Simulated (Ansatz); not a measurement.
A nudged elastic band was laid between two geometries of BClH$_{2}$ (4 atoms, charge 0, multiplicity 1).

All numbers below come from RKS PBE-D4/def2-SVP (Ansatz).

* movable images: 4
* climbing image: no
* spring: 5.0 eV/Å²
* optimiser: quadratic models (default)
* start path: through a guess of the saddle point
* force threshold: 0.03 eV/Å
* iteration limit: 60
* end points: relaxed

Initial state:

```xyz
4
Properties=species:S:1:pos:R:3
B 0.289 0.000 0.167
H 0.249 0.000 1.378
H 1.318 0.000 -0.473
Cl -1.223 0.000 -0.706
```

Final state:

```xyz
4
Properties=species:S:1:pos:R:3
B -0.365 0.000 -1.209
H 1.677 0.000 1.789
H 1.418 0.000 1.063
Cl -2.097 0.000 -1.277
```

**Question.** What changes between the two ends?

**Answer.** Bonds broken: B1–H2, B1–H3. Bonds formed: H2–H3. BClH2 becomes BCl + H2.

**Question.** What energy profile does the band end with?

**Answer.** It converged. The highest image is number 2 of 0 to 5, 3.71 eV above the first end and 0.63 eV above the last; the last end lies 3.08 eV above the first. Neighbouring images differ by up to 2.0 eV, so the band resolves the path poorly. No image climbed, so the highest image needn't sit at the top of the path. The orbitals stay closed-shell, which can raise the energy where a bond breaks towards radicals; this wasn't checked here.

```tsv
image	path coordinate (Å)	energy (eV)	B1–H2 (Å)	B1–H3 (Å)	H2–H3 (Å)
0	0.00	0.00	1.21	1.21	2.14
1	0.75	2.03	1.26	1.17	1.48
2	1.51	3.71	1.74	1.42	0.88
3	2.26	3.18	2.59	2.08	0.78
4	3.01	3.09	3.31	2.64	0.77
5	3.77	3.08	3.63	2.89	0.77
```

**Question.** What is the geometry of the highest image?

**Answer.** 
```xyz
4
Properties=species:S:1:pos:R:3
B 0.353 0.000 -0.716
H 0.501 0.000 1.022
H 1.163 0.000 0.447
Cl -1.384 0.000 -0.387
```

The band took 16 iterations and roughly 40 core-seconds.

The run took 37 s on 1 thread of Arm Neoverse V1 (shared host), peak memory 0.087 GiB.
